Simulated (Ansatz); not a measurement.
# CH4F radical: geometry and frequencies at several levels

One table from this session's results is given with a row withheld; the runs are named, their logs left out.

Method: the levels named in each step, in Ansatz 0.2.0.

**The starting structure**

Bond lengths: F1–H3 0.933 Å, C2–H4 1.067 Å, C2–H5 1.068 Å, C2–H6 1.068 Å. Angles: H4–C2–H5 120.4°, H4–C2–H6 119.9°, H5–C2–H6 119.7°.

As a file:

```xyz
6

F    -1.2228    0.5093   -0.7830
C     1.6067   -0.6592    1.0974
H    -0.9309    0.2191   -1.6198
H     0.6566   -0.2021    0.9335
H     2.2951   -0.7798    0.2897
H     1.8804   -0.9814    2.0777
```

Set-up of the first run:

Contents of input.yaml:

```yaml
crystal:
  periodic: [false, false, false]
  atoms:
    - { symbol: F, position_ang: [-1.22275, 0.50929, -0.78295] }
    - { symbol: C, position_ang: [1.60674, -0.65923, 1.09739] }
    - { symbol: H, position_ang: [-0.93089, 0.21912, -1.61981] }
    - { symbol: H, position_ang: [0.65664, -0.20208, 0.93355] }
    - { symbol: H, position_ang: [2.29514, -0.77977, 0.28969] }
    - { symbol: H, position_ang: [1.88036, -0.98141, 2.07771] }
magnetization:
  spin_polarized: true
  initial_magnetization: 1
basis:
  gaussian: { orbitals: def2-SVP }
hamiltonian:
  xc: pbe
  dispersion: d4
relax:
  f_tol: 0.03
  max_steps: 200
```

Command:

```
$ ansatz run input.yaml --threads 2 --pin off --max-ram 5120MiB --backend cpu --events-out ev --progress --plain --runs-dir out
```

Among the steps run: A rough first relaxation, PBE-D4/def2-SVP; Relaxation, PBE0-D4/def2-TZVPP; Frequencies, PBE0-D4/def2-TZVPP; Relaxation, PBE-D4/def2-TZVPP; Frequencies, PBE-D4/def2-TZVPP; Relaxation, r2SCAN-D4/def2-TZVPP; Frequencies, r2SCAN-D4/def2-TZVPP; Relaxation, B3LYP-D4/def2-TZVPP; Frequencies, B3LYP-D4/def2-TZVPP; Relaxation, B2PLYP/def2-TZVPP.

One table of the session follows, with a row left open; its other results are not shown here.

| level | F1–H3 (Å) | C2–H4 (Å) | dipole (D) | highest frequency (cm⁻¹) |
| --- | --- | --- | --- | --- |
| PBE0-D4/def2-TZVPP | 0.9301 | 1.0808 | 2.65 | 3849 |
| PBE-D4/def2-TZVPP | ? | ? | ? | ? |
| r2SCAN-D4/def2-TZVPP | 0.9352 | 1.0804 | 2.64 | 3724 |
| B3LYP-D4/def2-TZVPP | 0.9340 | 1.0795 | 2.66 | 3790 |
| B2PLYP/def2-TZVPP | 0.9288 | 1.0773 | 2.59 | - |

**Question.** Estimate the row for PBE-D4/def2-TZVPP.

The run gave: F1–H3 (Å): 0.9486; C2–H4 (Å): 1.0879; dipole (D): 2.70; highest frequency (cm⁻¹): 3538. In the column «F1–H3 (Å)» it is the highest.
